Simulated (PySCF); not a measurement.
# NH₃: NMR shieldings

Wanted: NMR shieldings for NH₃ (`N`).

Computed with PySCF 2.14.0 and routines of our own; the level stands in each step. Atoms count from 0.

## 1. The starting structure

4 atoms, charge 0, multiplicity 1; geometry from: GFN2-xTB.

## 2. NMR shieldings: PBE0/x2c-SVPall-2c, spin–orbit

What the job is given:

```
{"job": {"xc": "PBE0", "basis": "x2c-SVPall-2c", "rel": "so", "kind": "hnmr"}, "charge": 0, "multiplicity": 1}
N      0.005567     0.002694     0.269341
H      0.924501    -0.196064    -0.106804
H     -0.630350    -0.700539    -0.086466
H     -0.289484     0.898682    -0.098925
```

Method: PBE0/x2c-SVPall-2c GIAO NMR shielding, X2C with spin-orbit coupling, screened-nuclear two-electron part, Gaussian nuclei, gas phase.

Run with:

```
$ OMP_NUM_THREADS=1 python heavy_run.py task.json out
```

The driver reads the jobs from task.json and runs them one after another.

The program printed:

```text
spin-free SCF
coarse grid: 2928 points
cycle   1  E = -56.4398053888  dE = -8.309e-02  |g| = 3.694e-01  |ddm| = 1.607e+00
cycle   2  E = -56.4276233804  dE =  1.218e-02  |g| = 4.411e-01  |ddm| = 5.853e-01
cycle   3  E = -56.4697088647  dE = -4.209e-02  |g| = 1.724e-02  |ddm| = 3.303e-01
cycle   4  E = -56.4697700062  dE = -6.114e-05  |g| = 1.762e-03  |ddm| = 1.458e-02
cycle   5  E = -56.4697706094  dE = -6.032e-07  |g| = 2.231e-04  |ddm| = 1.471e-03
final grid: 27112 points
cycle   6  E = -56.4714256533  dE = -4.229e-06  |g| = 5.275e-03  |ddm| = 8.339e-03
cycle   7  E = -56.4714225139  dE =  3.139e-06  |g| = 6.570e-03  |ddm| = 8.471e-03
cycle   8  E = -56.4714316288  dE = -9.115e-06  |g| = 4.608e-05  |ddm| = 4.645e-03
cycle   9  E = -56.4714316294  dE = -5.818e-10  |g| = 1.159e-05  |ddm| = 4.727e-05
converged SCF energy = -56.4714316294
two-component SCF
cycle   1  E = -56.4714314565  dE = -5.647e+01  |FDS-SDF| = 1.020e-03
cycle   2  E = -56.4714319469  dE = -4.904e-07  |FDS-SDF| = 1.910e-04
cycle   3  E = -56.4714319727  dE = -2.585e-08  |FDS-SDF| = 1.907e-05
converged, E = -56.4714319727

Field gradients (au) and densities at the nuclei (bohr^-3)
atom        Vxx        Vyy        Vzz        centre      nuclear mean
  0 N      0.5054     0.5058    -1.0111        186.613        186.612
  1 H     -0.1753    -0.2368     0.4121          0.370          0.370
  2 H     -0.1752    -0.2368     0.4120          0.370          0.370
  3 H     -0.1753    -0.2368     0.4121          0.370          0.370

Core orbital energies (eV)
atom   shell        mean    spread

Shielding tensors (ppm)
atom      isotropic    diamagn.    paramagn.     s11        s22        s33       span
  0 N       272.03      306.57      -34.54     239.04     288.52     288.54      49.50
  1 H        32.04       30.73        1.31      26.32      27.40      42.41      16.09
  2 H        32.04       30.73        1.31      26.32      27.39      42.41      16.08
  3 H        32.04       30.73        1.31      26.32      27.39      42.41      16.08
```

It took 0.68 s on 1 thread of AMD EPYC 9B45, shared host.

In short:

| quantity | value |
| --- | --- |
| energy from spin-orbit coupling | 0.0000 Eh |

Orbitals, density, ELF and potential are computed afterwards from the orbital file.

Frontier orbitals at PBE0/x2c-SVPall-2c, with the share of their density that lies nearest to each atom:

| orbital | energy (eV) | lies on |
| --- | --- | --- |
| HOMO | -7.05 | N0 75 %; H1, H2, H3 about 8 % each |
| LUMO | 1.95 | H1, H2, H3 about 29 % each; N0 12 % |

ELF in a plane through or near 3 of the atoms.

Ten even steps from '0' (0.00) to '9' (1.00):
```
0000000000000000000000000000
0000000000000000000000000000
0000000000000000000000000000
0000000000000110000000000000
0000000000146786300000000000
0000000003699999831000000000
0000000004699999831000000000
0000000002489999620000000000
0000000001268998521000000000
0000001356676557788763100000
0000014789998558999986300000
0000036999999768999997400000
0000015999998547999995200000
0000001689984102688851000000
0000000146641000234300000000
0000000000000000000000000000
0000000000000000000000000000
0000000000000000000000000000
0000000000000000000000000000
0000000000000000000000000000
```
The map spans 6.9 Å across and 7.1 Å up, centred on the molecule. Atoms in the plane (x, y in Å): H1 (0.0, 0.9), H2 (0.8, -0.4), H3 (-0.8, -0.5).

On the surface of density 0.002 e/bohr³ the electrostatic potential runs, from the 1st to the 99th percentile, from -2.14 V near N0 to 1.24 V near H3.

## 3. NMR shieldings: PBE0/x2c-SVPall-2c, spin-free

What the job is given:

```
{"job": {"xc": "PBE0", "basis": "x2c-SVPall-2c", "rel": "sf", "kind": "hnmr"}, "charge": 0, "multiplicity": 1}
N      0.005567     0.002694     0.269341
H      0.924501    -0.196064    -0.106804
H     -0.630350    -0.700539    -0.086466
H     -0.289484     0.898682    -0.098925
```

With the program's defaults for keys left out, this is: PBE0/x2c-SVPall-2c GIAO NMR shielding, spin-free X2C, Gaussian nuclei, gas phase.

The program printed:

```text
spin-free SCF
coarse grid: 2928 points
cycle   1  E = -56.4398053888  dE = -8.309e-02  |g| = 3.694e-01  |ddm| = 1.607e+00
cycle   2  E = -56.4276233804  dE =  1.218e-02  |g| = 4.411e-01  |ddm| = 5.853e-01
cycle   3  E = -56.4697088647  dE = -4.209e-02  |g| = 1.724e-02  |ddm| = 3.303e-01
cycle   4  E = -56.4697700062  dE = -6.114e-05  |g| = 1.762e-03  |ddm| = 1.458e-02
cycle   5  E = -56.4697706094  dE = -6.032e-07  |g| = 2.231e-04  |ddm| = 1.471e-03
final grid: 27112 points
cycle   6  E = -56.4714256533  dE = -4.229e-06  |g| = 5.275e-03  |ddm| = 8.339e-03
cycle   7  E = -56.4714225139  dE =  3.139e-06  |g| = 6.570e-03  |ddm| = 8.471e-03
cycle   8  E = -56.4714316288  dE = -9.115e-06  |g| = 4.608e-05  |ddm| = 4.645e-03
cycle   9  E = -56.4714316294  dE = -5.818e-10  |g| = 1.159e-05  |ddm| = 4.727e-05
converged SCF energy = -56.4714316294
check of the scalar solution
cycle   1  E = -56.4714316294  dE = -5.647e+01  |FDS-SDF| = 1.159e-05
cycle   2  E = -56.4714316294  dE = -3.320e-11  |FDS-SDF| = 5.281e-06
converged, E = -56.4714316294

Field gradients (au) and densities at the nuclei (bohr^-3)
atom        Vxx        Vyy        Vzz        centre      nuclear mean
  0 N      0.5054     0.5058    -1.0111        186.613        186.612
  1 H     -0.1753    -0.2368     0.4121          0.370          0.370
  2 H     -0.1752    -0.2368     0.4120          0.370          0.370
  3 H     -0.1753    -0.2368     0.4121          0.370          0.370

Core orbital energies (eV)
atom   shell        mean    spread

Shielding tensors (ppm)
atom      isotropic    diamagn.    paramagn.     s11        s22        s33       span
  0 N       272.16      307.35      -35.19     239.11     288.67     288.69      49.57
  1 H        32.02       30.74        1.29      26.30      27.35      42.41      16.12
  2 H        32.02       30.74        1.28      26.30      27.35      42.41      16.11
  3 H        32.02       30.73        1.28      26.30      27.35      42.41      16.11
```

Run time: 0.29 s. Hardware: 1 thread of AMD EPYC 9B45, shared host.

## 4. NMR shieldings: PBE0/x2c-SVPall-2c in water, spin–orbit

What the job is given:

```
{"job": {"xc": "PBE0", "basis": "x2c-SVPall-2c", "rel": "so", "solvent": "water", "kind": "hnmr"}, "charge": 0, "multiplicity": 1}
N      0.005567     0.002694     0.269341
H      0.924501    -0.196064    -0.106804
H     -0.630350    -0.700539    -0.086466
H     -0.289484     0.898682    -0.098925
```

Method: PBE0/x2c-SVPall-2c GIAO NMR shielding, X2C with spin-orbit coupling, screened-nuclear two-electron part, Gaussian nuclei, IEF-PCM water.

The program printed:

```text
spin-free SCF
coarse grid: 2928 points
cycle   1  E = -56.4506281655  dE = -9.376e-02  |g| = 3.513e-01  |ddm| = 1.607e+00
cycle   2  E = -56.4410028619  dE =  9.625e-03  |g| = 4.103e-01  |ddm| = 5.361e-01
cycle   3  E = -56.4770712149  dE = -3.607e-02  |g| = 1.410e-02  |ddm| = 2.966e-01
cycle   4  E = -56.4771097985  dE = -3.858e-05  |g| = 1.043e-03  |ddm| = 9.320e-03
cycle   5  E = -56.4771101233  dE = -3.247e-07  |g| = 1.380e-04  |ddm| = 1.701e-03
final grid: 27112 points
cycle   6  E = -56.4787123218  dE = -4.423e-06  |g| = 5.330e-03  |ddm| = 8.320e-03
cycle   7  E = -56.4787095839  dE =  2.738e-06  |g| = 6.468e-03  |ddm| = 8.209e-03
cycle   8  E = -56.4787183578  dE = -8.774e-06  |g| = 3.979e-05  |ddm| = 4.474e-03
cycle   9  E = -56.4787183583  dE = -4.917e-10  |g| = 1.008e-05  |ddm| = 4.643e-05
converged SCF energy = -56.4787183583
two-component SCF
cycle   1  E = -56.4787181850  dE = -5.648e+01  |FDS-SDF| = 1.020e-03
cycle   2  E = -56.4787186700  dE = -4.850e-07  |FDS-SDF| = 1.882e-04
cycle   3  E = -56.4787186941  dE = -2.415e-08  |FDS-SDF| = 1.664e-05
converged, E = -56.4787186941

Field gradients (au) and densities at the nuclei (bohr^-3)
atom        Vxx        Vyy        Vzz        centre      nuclear mean
  0 N      0.4813     0.4816    -0.9629        186.526        186.526
  1 H     -0.1740    -0.2341     0.4081          0.365          0.365
  2 H     -0.1740    -0.2340     0.4080          0.365          0.365
  3 H     -0.1740    -0.2340     0.4080          0.365          0.365

Core orbital energies (eV)
atom   shell        mean    spread

Shielding tensors (ppm)
atom      isotropic    diamagn.    paramagn.     s11        s22        s33       span
  0 N       275.22      308.19      -32.97     241.69     291.97     291.99      50.30
  1 H        31.68       30.61        1.07      25.86      26.74      42.44      16.58
  2 H        31.68       30.61        1.07      25.86      26.74      42.44      16.58
  3 H        31.68       30.61        1.07      25.86      26.74      42.44      16.58
```

Wall time 0.48 s (1 thread of AMD EPYC 9B45, shared host).

Key values:

| quantity | value |
| --- | --- |
| energy from spin-orbit coupling | 0.0000 Eh |

## 5. NMR shieldings: PBE0/x2c-SVPall-2c in water, spin-free

What the job is given:

```
{"job": {"xc": "PBE0", "basis": "x2c-SVPall-2c", "rel": "sf", "solvent": "water", "kind": "hnmr"}, "charge": 0, "multiplicity": 1}
N      0.005567     0.002694     0.269341
H      0.924501    -0.196064    -0.106804
H     -0.630350    -0.700539    -0.086466
H     -0.289484     0.898682    -0.098925
```

Level: PBE0/x2c-SVPall-2c GIAO NMR shielding, spin-free X2C, Gaussian nuclei, IEF-PCM water.

The program printed:

```text
spin-free SCF
coarse grid: 2928 points
cycle   1  E = -56.4506281655  dE = -9.376e-02  |g| = 3.513e-01  |ddm| = 1.607e+00
cycle   2  E = -56.4410028619  dE =  9.625e-03  |g| = 4.103e-01  |ddm| = 5.361e-01
cycle   3  E = -56.4770712149  dE = -3.607e-02  |g| = 1.410e-02  |ddm| = 2.966e-01
cycle   4  E = -56.4771097985  dE = -3.858e-05  |g| = 1.043e-03  |ddm| = 9.320e-03
cycle   5  E = -56.4771101233  dE = -3.247e-07  |g| = 1.380e-04  |ddm| = 1.701e-03
final grid: 27112 points
cycle   6  E = -56.4787123218  dE = -4.423e-06  |g| = 5.330e-03  |ddm| = 8.320e-03
cycle   7  E = -56.4787095839  dE =  2.738e-06  |g| = 6.468e-03  |ddm| = 8.209e-03
cycle   8  E = -56.4787183578  dE = -8.774e-06  |g| = 3.979e-05  |ddm| = 4.474e-03
cycle   9  E = -56.4787183583  dE = -4.917e-10  |g| = 1.008e-05  |ddm| = 4.643e-05
converged SCF energy = -56.4787183583
check of the scalar solution
cycle   1  E = -56.4787183583  dE = -5.648e+01  |FDS-SDF| = 1.008e-05
cycle   2  E = -56.4787183583  dE = -2.422e-11  |FDS-SDF| = 3.173e-06
converged, E = -56.4787183583

Field gradients (au) and densities at the nuclei (bohr^-3)
atom        Vxx        Vyy        Vzz        centre      nuclear mean
  0 N      0.4813     0.4816    -0.9629        186.526        186.526
  1 H     -0.1740    -0.2341     0.4081          0.365          0.365
  2 H     -0.1740    -0.2340     0.4080          0.365          0.365
  3 H     -0.1740    -0.2340     0.4080          0.365          0.365

Core orbital energies (eV)
atom   shell        mean    spread

Shielding tensors (ppm)
atom      isotropic    diamagn.    paramagn.     s11        s22        s33       span
  0 N       275.36      308.96      -33.60     241.78     292.14     292.15      50.37
  1 H        31.66       30.61        1.05      25.83      26.70      42.44      16.61
  2 H        31.66       30.61        1.04      25.83      26.70      42.44      16.61
  3 H        31.66       30.61        1.05      25.83      26.70      42.44      16.61
```

It took 0.31 s on 1 thread of AMD EPYC 9B45, shared host.

## 6. NMR shieldings: PBE0/x2c-SVPall-2c in dichloromethane, spin–orbit

What the job is given:

```
{"job": {"xc": "PBE0", "basis": "x2c-SVPall-2c", "rel": "so", "solvent": "dichloromethane", "kind": "hnmr"}, "charge": 0, "multiplicity": 1}
N      0.005567     0.002694     0.269341
H      0.924501    -0.196064    -0.106804
H     -0.630350    -0.700539    -0.086466
H     -0.289484     0.898682    -0.098925
```

Level: PBE0/x2c-SVPall-2c GIAO NMR shielding, X2C with spin-orbit coupling, screened-nuclear two-electron part, Gaussian nuclei, IEF-PCM dichloromethane.

The program printed:

```text
spin-free SCF
coarse grid: 2928 points
cycle   1  E = -56.4490878071  dE = -9.223e-02  |g| = 3.536e-01  |ddm| = 1.607e+00
cycle   2  E = -56.4391504221  dE =  9.937e-03  |g| = 4.141e-01  |ddm| = 5.414e-01
cycle   3  E = -56.4759349654  dE = -3.678e-02  |g| = 1.443e-02  |ddm| = 3.005e-01
cycle   4  E = -56.4759757603  dE = -4.079e-05  |g| = 1.143e-03  |ddm| = 1.002e-02
cycle   5  E = -56.4759760888  dE = -3.285e-07  |g| = 1.485e-04  |ddm| = 1.550e-03
final grid: 27112 points
cycle   6  E = -56.4775864709  dE = -4.406e-06  |g| = 5.313e-03  |ddm| = 8.322e-03
cycle   7  E = -56.4775836922  dE =  2.779e-06  |g| = 6.469e-03  |ddm| = 8.224e-03
cycle   8  E = -56.4775924764  dE = -8.784e-06  |g| = 4.019e-05  |ddm| = 4.488e-03
cycle   9  E = -56.4775924769  dE = -4.899e-10  |g| = 1.015e-05  |ddm| = 4.539e-05
converged SCF energy = -56.4775924769
two-component SCF
cycle   1  E = -56.4775923036  dE = -5.648e+01  |FDS-SDF| = 1.020e-03
cycle   2  E = -56.4775927894  dE = -4.858e-07  |FDS-SDF| = 1.886e-04
cycle   3  E = -56.4775928138  dE = -2.440e-08  |FDS-SDF| = 1.695e-05
converged, E = -56.4775928138

Field gradients (au) and densities at the nuclei (bohr^-3)
atom        Vxx        Vyy        Vzz        centre      nuclear mean
  0 N      0.4852     0.4855    -0.9707        186.539        186.539
  1 H     -0.1742    -0.2345     0.4087          0.366          0.366
  2 H     -0.1742    -0.2344     0.4086          0.366          0.366
  3 H     -0.1742    -0.2345     0.4087          0.366          0.366

Core orbital energies (eV)
atom   shell        mean    spread

Shielding tensors (ppm)
atom      isotropic    diamagn.    paramagn.     s11        s22        s33       span
  0 N       274.76      307.94      -33.18     241.31     291.48     291.50      50.19
  1 H        31.74       30.63        1.11      25.93      26.84      42.44      16.51
  2 H        31.73       30.63        1.10      25.93      26.84      42.43      16.50
  3 H        31.74       30.63        1.11      25.93      26.84      42.44      16.50
```

Run time: 0.48 s. Hardware: 1 thread of AMD EPYC 9B45, shared host.

Key values:

| quantity | value |
| --- | --- |
| energy from spin-orbit coupling | 0.0000 Eh |

## 7. NMR shieldings: PBE0/x2c-SVPall-2c in dichloromethane, spin-free

What the job is given:

```
{"job": {"xc": "PBE0", "basis": "x2c-SVPall-2c", "rel": "sf", "solvent": "dichloromethane", "kind": "hnmr"}, "charge": 0, "multiplicity": 1}
N      0.005567     0.002694     0.269341
H      0.924501    -0.196064    -0.106804
H     -0.630350    -0.700539    -0.086466
H     -0.289484     0.898682    -0.098925
```

Method: PBE0/x2c-SVPall-2c GIAO NMR shielding, spin-free X2C, Gaussian nuclei, IEF-PCM dichloromethane.

The program printed:

```text
spin-free SCF
coarse grid: 2928 points
cycle   1  E = -56.4490878071  dE = -9.223e-02  |g| = 3.536e-01  |ddm| = 1.607e+00
cycle   2  E = -56.4391504221  dE =  9.937e-03  |g| = 4.141e-01  |ddm| = 5.414e-01
cycle   3  E = -56.4759349654  dE = -3.678e-02  |g| = 1.443e-02  |ddm| = 3.005e-01
cycle   4  E = -56.4759757603  dE = -4.079e-05  |g| = 1.143e-03  |ddm| = 1.002e-02
cycle   5  E = -56.4759760888  dE = -3.285e-07  |g| = 1.485e-04  |ddm| = 1.550e-03
final grid: 27112 points
cycle   6  E = -56.4775864709  dE = -4.406e-06  |g| = 5.313e-03  |ddm| = 8.322e-03
cycle   7  E = -56.4775836922  dE =  2.779e-06  |g| = 6.469e-03  |ddm| = 8.224e-03
cycle   8  E = -56.4775924764  dE = -8.784e-06  |g| = 4.019e-05  |ddm| = 4.488e-03
cycle   9  E = -56.4775924769  dE = -4.899e-10  |g| = 1.015e-05  |ddm| = 4.539e-05
converged SCF energy = -56.4775924769
check of the scalar solution
cycle   1  E = -56.4775924769  dE = -5.648e+01  |FDS-SDF| = 1.015e-05
cycle   2  E = -56.4775924769  dE = -2.476e-11  |FDS-SDF| = 3.406e-06
converged, E = -56.4775924769

Field gradients (au) and densities at the nuclei (bohr^-3)
atom        Vxx        Vyy        Vzz        centre      nuclear mean
  0 N      0.4852     0.4855    -0.9707        186.539        186.539
  1 H     -0.1742    -0.2345     0.4087          0.366          0.366
  2 H     -0.1742    -0.2344     0.4086          0.366          0.366
  3 H     -0.1742    -0.2345     0.4087          0.366          0.366

Core orbital energies (eV)
atom   shell        mean    spread

Shielding tensors (ppm)
atom      isotropic    diamagn.    paramagn.     s11        s22        s33       span
  0 N       274.90      308.71      -33.81     241.39     291.65     291.66      50.27
  1 H        31.71       30.63        1.08      25.91      26.80      42.44      16.53
  2 H        31.71       30.63        1.08      25.90      26.80      42.44      16.53
  3 H        31.71       30.63        1.08      25.90      26.80      42.44      16.53
```

Run time: 0.32 s. Hardware: 1 thread of AMD EPYC 9B45, shared host.

## 8. Shieldings side by side

| run | N0 | H3 | H1 | H2 | time |
| --- | --- | --- | --- | --- | --- |
| step 2, PBE0/x2c-SVPall-2c, spin–orbit | 272.0 | 32.0 | 32.0 | 32.0 | 0.68 s |
| step 3, PBE0/x2c-SVPall-2c, spin-free | 272.2 | 32.0 | 32.0 | 32.0 | 0.29 s |
| step 4, PBE0/x2c-SVPall-2c in water, spin–orbit | 275.2 | 31.7 | 31.7 | 31.7 | 0.48 s |
| step 5, PBE0/x2c-SVPall-2c in water, spin-free | 275.4 | 31.7 | 31.7 | 31.7 | 0.31 s |
| step 6, PBE0/x2c-SVPall-2c in dichloromethane, spin–orbit | 274.8 | 31.7 | 31.7 | 31.7 | 0.48 s |
| step 7, PBE0/x2c-SVPall-2c in dichloromethane, spin-free | 274.9 | 31.7 | 31.7 | 31.7 | 0.32 s |

## 9. Results

```
                                                                                   quantity                                    value
                   energy from spin-orbit coupling (step 2, PBE0/x2c-SVPall-2c, spin–orbit)                                0.0000 Eh
                                        shieldings (step 2, PBE0/x2c-SVPall-2c, spin–orbit)  N0 272.0, H1 32.0, H2 32.0, H3 32.0 ppm
                                                      surface potential, 1st and 99th percentile                       -2.14 V and 1.24 V
                                         shieldings (step 3, PBE0/x2c-SVPall-2c, spin-free)  N0 272.2, H1 32.0, H2 32.0, H3 32.0 ppm
          energy from spin-orbit coupling (step 4, PBE0/x2c-SVPall-2c in water, spin–orbit)                                0.0000 Eh
                               shieldings (step 4, PBE0/x2c-SVPall-2c in water, spin–orbit)  N0 275.2, H1 31.7, H2 31.7, H3 31.7 ppm
                                shieldings (step 5, PBE0/x2c-SVPall-2c in water, spin-free)  N0 275.4, H1 31.7, H2 31.7, H3 31.7 ppm
energy from spin-orbit coupling (step 6, PBE0/x2c-SVPall-2c in dichloromethane, spin–orbit)                                0.0000 Eh
                     shieldings (step 6, PBE0/x2c-SVPall-2c in dichloromethane, spin–orbit)  N0 274.8, H1 31.7, H2 31.7, H3 31.7 ppm
                      shieldings (step 7, PBE0/x2c-SVPall-2c in dichloromethane, spin-free)  N0 274.9, H1 31.7, H2 31.7, H3 31.7 ppm
```

**Reading.** In step 2, N0 has the widest tensor, 50 ppm. N0 moves most between the runs, by 3 ppm; the labels say what changes from run to run.
